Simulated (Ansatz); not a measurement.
Reaction (substitution at a C–C bond): `C/N=C\CCl` + CH₃NH₂ → `C/N=C/NC` + `CCl`

Isolated molecules relaxed with PBE0-D4/def2-TZVP in Ansatz; ΔE leaves out vibrations. CCSD(T)/CBS is the MP2 limit (def2-TZVPP, def2-QZVPP) plus CCSD(T) − MP2 in def2-TZVPP, frozen cores. This one scheme is used for every species. Double bonds are as drawn, so ΔE can hold a change between cis and trans. Functionals use def2-TZVPP. B3LYP here is the variant with VWN-RPA as its local correlation; programs differ in this. Each species was taken in one conformer, which may not be the lowest.

```json
{"level": "PBE-D4", "ΔE (kJ/mol)": "-56.3", "difference from CCSD(T)/CBS": "-11.3"}
{"level": "r2SCAN-D4", "ΔE (kJ/mol)": "-58.4", "difference from CCSD(T)/CBS": "-13.4"}
{"level": "PBE0-D4", "ΔE (kJ/mol)": "-55.4", "difference from CCSD(T)/CBS": "-10.4"}
{"level": "B3LYP-D4", "ΔE (kJ/mol)": "-54.7", "difference from CCSD(T)/CBS": "-9.7"}
{"level": "ωB97X-V", "ΔE (kJ/mol)": "-53.5", "difference from CCSD(T)/CBS": "-8.5"}
{"level": "B2PLYP", "ΔE (kJ/mol)": "-53.5", "difference from CCSD(T)/CBS": "-8.5"}
{"level": "PBE", "ΔE (kJ/mol)": "-56.8", "difference from CCSD(T)/CBS": "-11.8"}
{"level": "B3LYP", "ΔE (kJ/mol)": "-55.7", "difference from CCSD(T)/CBS": "-10.7"}
{"level": "MP2/def2-TZVPP", "ΔE (kJ/mol)": "-50.0", "difference from CCSD(T)/CBS": "-5.0"}
{"level": "SCS-MP2/def2-TZVPP", "ΔE (kJ/mol)": "-47.5", "difference from CCSD(T)/CBS": "-2.5"}
{"level": "CCSD/def2-TZVPP", "ΔE (kJ/mol)": "-45.1", "difference from CCSD(T)/CBS": "-0.1"}
{"level": "CCSD(T)/def2-TZVPP", "ΔE (kJ/mol)": "-45.4", "difference from CCSD(T)/CBS": "-0.4"}
{"level": "MP2/def2-QZVPP", "ΔE (kJ/mol)": "-49.9", "difference from CCSD(T)/CBS": "-4.9"}
{"level": "HF/CBS(def2)", "ΔE (kJ/mol)": "-52.7", "difference from CCSD(T)/CBS": "-7.7"}
{"level": "MP2/CBS(def2)", "ΔE (kJ/mol)": "-49.7", "difference from CCSD(T)/CBS": "-4.7"}
{"level": "CCSD/CBS(def2)", "ΔE (kJ/mol)": "-44.8", "difference from CCSD(T)/CBS": "0.2"}
{"level": "CCSD(T)/CBS", "ΔE (kJ/mol)": "-45.0", "difference from CCSD(T)/CBS": "0"}
```

Largest T1 diagnostic among the species: 0.012.
